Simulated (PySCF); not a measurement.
**CO: structure of the singlet**

Where does singlet CO go from a linear start, is the end point a minimum, and what are its modes, charges and moments?

The runs use PySCF 2.14.0; B3LYP, basis C def2-TZVP, O def2-TZVP, no relativity, density fitting.

## Step 1: The starting structure

2 atoms, charge 0, spin multiplicity 1.

Bond lengths: C1–O2 1.242 Å.

Coordinates in bohr (charge 0 multiplicity 1):
```
C     0.0000    0.0000    0.0000
O     0.0000    0.0000    2.3470
```

## Step 2: First SCF at the start

One driver script runs all steps and calls PySCF; scf.py shows how it sets up the SCF of each step. The optimiser is the driver's own. After this first run the driver tries any further starts and a stability analysis.

scf.py reads:

```python
from pyscf import gto, scf, dft
mol = gto.M(atom='''
C      0.000000     0.000000     0.000000
O      0.000000     0.000000     1.242000''',
    basis={'C': 'def2-TZVP', 'O': 'def2-TZVP'},
    charge=0, spin=0)
mf = dft.RKS(mol, xc='B3LYP')
mf.grids.atom_grid = (50, 194)
aux = {'C': 'def2-universal-JKFIT', 'O': 'def2-universal-JKFIT'}
mf = mf.density_fit(auxbasis=aux)
mf.conv_tol = 1e-08
mf.diis_space = 10
mf.max_cycle = 60
mf.init_guess = 'minao'
mf.verbose = 4
mf.kernel()
```

On the command line:

```bash
OMP_NUM_THREADS=2 python axn.py task.json out
```

Further steps of the session: Relaxing the singlet from the linear start; Hessian and properties.

Q: Predict the outcome of this session. Wanted: minimum; geometry; wavenumbers; dipole moment; highest occupied, lowest empty level; polar-tensor charge of C1; zero-point energy; atomisation energy.

**Answer**, as computed:

| quantity | value |
| --- | --- |
| minimum | singlet, C∞v |
| geometry | C–O 1.125 Å |
| wavenumbers (cm⁻¹) | 2215 (σ+) |
| dipole moment | 0.11 D |
| highest occupied, lowest empty level | -10.49, -1.00 eV |
| polar-tensor charge of C1 | +0.23 e |
| zero-point energy | 13.3 kJ/mol |
| entropy at 298.15 K | 197.6 J/(mol K) |
| atomisation energy (no zero-point energy) | 1068 kJ/mol |

What this shows: The molecule stays C∞v, as typed, and the end point is a minimum. The strongest infrared band lies at 2215 cm⁻¹ (σ+). Other starts or spin states, not run here, may lie lower.
